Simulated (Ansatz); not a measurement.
**Nb2Cl3: from a trial structure to a relaxed crystal**

Computed with DFT PBE, scalar-relativistic, plane waves, PAW in Ansatz 0.2.0. Cutoff 420 eV, Γ-centred k mesh, Gaussian smearing, no spin polarisation in the final step.

Nb2Cl3 was placed on the corundum structure type (R-3c, No. 167), with Nb in place of Al, Cl in place of O, at a guessed volume.

```xyz
10
Lattice="3.2815 1.8946 5.9728 -3.2815 1.8946 5.9728 0.0000 -3.7891 5.9728" Properties=species:S:1:pos:R:3 pbc="T T T"
Nb    0.0000    0.0000   15.2696
Nb    0.0000    0.0000   11.6078
Nb    0.0000    0.0000    2.6487
Nb    0.0000    0.0000    6.3105
Cl   -1.2716   -1.8946    7.4659
Cl    2.2765   -0.1539    7.4659
Cl   -1.0049    2.0485    7.4659
Cl    1.2716    1.8946   10.4523
Cl   -2.2765    0.1539   10.4523
Cl    1.0049   -2.0485   10.4523
```

Steps on the 3×3×3 mesh (10 atoms). 11 of 12 steps are shown, and the free energy counts from the last. Trial steps that were taken back and renewals of the plane-wave basis can be among the rows.

```csv
step,ΔF (meV/atom),V (Å³/atom),P (GPa),largest force component (eV/Å)
1,330.4,22.28,-2.55,1.003
2,208.3,21.04,-2.67,1.174
3,103.8,19.90,1.28,1.312
4,33.5,19.48,4.93,1.419
5,38.2,20.63,-4.12,1.052
6,11.6,20.01,0.31,0.013
7,9.6,20.11,0.19,0.062
8,7.7,20.23,0.04,0.059
9,1.9,20.66,-0.01,0.277
10,0.1,20.69,-0.38,0.004
12,0.0,20.58,-0.01,0.028
```

A final relaxation ran on a 6×6×6 mesh. The relaxed crystal, R-3c (No. 167):

Space group R-3c:H (No. 167). a = 6.894 Å, b = 6.894 Å, c = 15.020 Å, α = 90.00°, β = 90.00°, γ = 120.00°
| atom | site | symmetry | x | y | z |
| --- | --- | --- | --- | --- | --- |
| Nb | 12c | 3. | 0.3333 | 0.6667 | 0.4962 |
| Cl | 18e | .2 | 0.0072 | 0.3333 | 0.0833 |

```json
{
  "Volume per atom": "20.61 Å³",
  "Density": "4.71 g/cm³",
  "Energy over the elements": "-0.45 eV/atom",
  "Gap on the 6×6×6 mesh": "0 eV (a metal)"
}
```

Formation energies are uncorrected and refer to the elements' standard structures at the same level (Cl₂ as a molecule).

The final run used a 6×6×6 mesh on its 10-atom cell and 0.10 eV smearing. The k mesh leaves about 4 meV/atom of noise in metals.

Symmetry constrained the relaxation, so the result can be a saddle point.

Cost: 3 runs of about 6 core-minutes in all, on Arm Neoverse V1 (shared hosts).